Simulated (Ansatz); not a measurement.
fcc Ni

These are r²SCAN (plane waves, PAW; Ansatz, a first-principles code) values and carry that method's errors.

Run with plane-wave cutoff 500 eV, 30×30×20 k mesh (along the axes of the cell as run), Fermi–Dirac smearing 0.1 eV, ferromagnetic start, spin-polarised with parallel moments, scalar-relativistic PAW data made under PBE.

Cell: relaxed at this level.

- volume per atom = 10.53 Å³/atom
- lattice constant a = 3.479 Å
- magnetic moment per atom (the cell's total over its atoms) = 0.73 μB

Measured, for comparison: equilibrium volume per atom 10.79 Å³/atom, lattice constant a 3.508 Å (static lattice: zero-point anharmonic expansion removed; as tabulated in Mejia-Rodriguez and Trickey (2018), arXiv:1807.09216). Computed (rounded) less measured: equilibrium volume per atom -2.4 %, lattice constant a -0.8 %.

Moments are spin moments.

The computed numbers hold no vibrational or temperature effects.

Computing time: around 29 core-minutes (rough).
